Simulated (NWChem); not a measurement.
# GM11/x2c-SVPall-2c (ZORA-SO) run of [NH3]+ (SMILES [NH3+])

Aim: the energy change on altering one bond length of [NH3]+ at GM11/x2c-SVPall-2c (ZORA-SO), from 2 runs. 

The results are computed with NWChem 7.3.0.

2 further runs of the same task are left out: 1 that didn't finish, 1 set aside as unsound or not needed.

### 1 The system as given

[NH3]+: 4 atoms, total charge +1, spin state doublet. SMILES: `[NH3+]`. The shape is that of a GFN2-xTB optimisation.

Bond lengths: N1–H2 1.028 Å, N1–H3 1.028 Å, N1–H4 1.028 Å. Angles: H2–N1–H3 120.0°, H2–N1–H4 120.0°, H3–N1–H4 120.0°.

### 2 The energy at GM11/x2c-SVPall-2c (ZORA-SO)

The input, mymol.xyz:

```xyz
4
H3N
N      0.000140    -0.000820    -0.000330
H      0.510700    -0.238750     0.859300
H     -0.995460    -0.239520    -0.089810
H      0.484620     0.479080    -0.769160
```

The input, mymol.nw:

```
start mymol
title "H3N"
memory total 2200 mb
charge 1
geometry units angstrom noautoz
 load mymol.xyz
end
basis spherical
 N library x2c-SVPall-2c
 H library x2c-SVPall-2c
end
relativistic
 zora on
end
dft
 xc m11
 mult 2
 grid coarse
 direct
 maxiter 100
 noprint "final vectors analysis"
end
task sodft energy
```

Started as:

```console
$ nwchem mymol.nw > mymol.out
```

Log:

```text
[...]
 Group name             D3h
[...]
          Wavefunction type:  spin polarized.
          No. of atoms     :     4
          No. of electrons :     9
[...]
          Charge           :     1
          Spin multiplicity:     2
[...]
          AO basis - number of functions:    29
[...]
              XC Information
              --------------
                          M11 Method XC Functional
                     Hartree-Fock (Exact) Exchange  1.000
                           M11 gradient correction  1.000
                         M11 Correlation Potential  1.000
[...]
 d= 0,ls=0.0,diis     1    -56.0529142037 -6.78D+01  1.41D-02  5.06D-01     0.9
[...]
 d= 0,ls=0.0,diis     6    -56.1515255976 -1.59D-07  3.03D-06  9.95D-09     2.7
[...]
      One electron energy =      -95.128477980118
           Coulomb energy =       34.923673387774
    Exchange-Corr. energy =       -7.651650542276
 Nuclear repulsion energy =       11.704929529338
       Scaling correction =        0.017835236366
[...]
      <S2> =      0.7512 (Exact =     0.7500)
[...]
```

Wall time 3.6 s (1 thread of Intel Xeon Platinum 8488C (Sapphire Rapids), shared host); peak memory 0.11 GiB.

### 3 The distorted shape

The input, h3n.nw:

```
start h3n
memory 2200 mb
charge 1
geometry units angstrom noautoz
N     0.051196   -0.024613    0.085633
H     0.510700   -0.238750    0.859300
H    -0.944404   -0.263313   -0.003847
H     0.535676    0.455287   -0.683197
end
basis spherical
* library x2c-SVPall-2c
end
relativistic
zora on
end
dft
xc m11
mult 2
grid coarse
direct
iterations 100
noprint "final vectors analysis"
end
task sodft energy
```

Started as:

```console
$ nwchem h3n.nw > h3n.out
```

Log:

```text
[...]
 Group name             C2v
[...]
          Wavefunction type:  spin polarized.
          No. of atoms     :     4
          No. of electrons :     9
[...]
          Charge           :     1
          Spin multiplicity:     2
[...]
          AO basis - number of functions:    29
[...]
              XC Information
              --------------
                          M11 Method XC Functional
                     Hartree-Fock (Exact) Exchange  1.000
                           M11 gradient correction  1.000
                         M11 Correlation Potential  1.000
[...]
 d= 0,ls=0.0,diis     1    -56.0437698573 -6.82D+01  1.40D-02  5.05D-01     0.9
[...]
 d= 0,ls=0.0,diis     6    -56.1396071647 -1.10D-07  2.44D-06  8.60D-09     2.7
[...]
      One electron energy =      -95.823713725601
           Coulomb energy =       35.242080562321
    Exchange-Corr. energy =       -7.694403777042
 Nuclear repulsion energy =       12.136429769138
       Scaling correction =        0.017840396573
[...]
      <S2> =      0.7511 (Exact =     0.7500)
[...]
```

It took 3.6 s on 1 thread of Intel Xeon Platinum 8488C (Sapphire Rapids), shared host; peak memory 0.11 GiB.

### 4 Summary of results

Level: GM11/x2c-SVPall-2c (ZORA-SO).

| quantity | value |
| --- | --- |
| first shape: total energy | -56.15153 Eh |
| distorted shape: total energy | -56.13961 Eh |
| energy change with the N1–H2 bond shortened from 1.028 to 0.925 Å | 0.324 eV |

What this shows: With the N1–H2 bond shortened from 1.028 to 0.925 Å the energy rises by 0.32 eV (7.5 kcal/mol). The first shape isn't relaxed at this level, so the change isn't measured from a minimum.
